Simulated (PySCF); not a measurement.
# C4H6: core ionisation energies

Species: C4H6.
SMILES with atom numbers: `[CH:1]#[C:2][CH2:3][CH3:4]`

Method used: delta-SCF UKS SCAN, pcX-2 on the ionised atom, pcseg-1 elsewhere, spin-free X2C (PySCF 2.14.0). Vertical ΔSCF values, vacuum level as zero.

**Question.** List the computed XPS lines with their assignment.

**Answer.** 
```csv
atom(s),environment,level,binding energy (eV),above the level's lowest (eV),count
C3,propargylic carbon,C 1s,291.55,+1.53,1
C4,methyl carbon,C 1s,290.79,+0.77,1
C2,alkyne carbon,C 1s,290.57,+0.55,1
C1,terminal alkyne carbon,C 1s,290.02,0.00,1
```

The listed C 1s values span 1.53 eV, from C1 (bonded to C (triple bond) and H) to C3 (bonded to 2 C and 2 H). Summing the Pauling electronegativity differences to the bonded atoms, each weighted by its formal bond order, gives -0.35 for the lowest site and -0.70 for the highest; the largest sum, 0.00, belongs to C2, 0.98 eV below the top. The smallest sum, -1.05, belongs to C4, 0.77 eV above the lowest.

**Question.** Which photon energy gives electrons from C 1s of C3 a kinetic energy of 100 eV, and what is their de Broglie wavelength?

**Answer.** hν = 291.55 + 100 = 391.55 eV, recoil neglected; λ = 12.264 Å/√(E/eV) = 1.23 Å.

Spin contamination (⟨S²⟩ against 0.75 for a pure doublet) is marked for C 1s of C2 (0.85), which makes this value less certain. Isolated species at its GFN2-xTB geometry, gas phase.

Time: 8.2 s. Hardware: one thread, x86-64 server, no GPU, shared host.
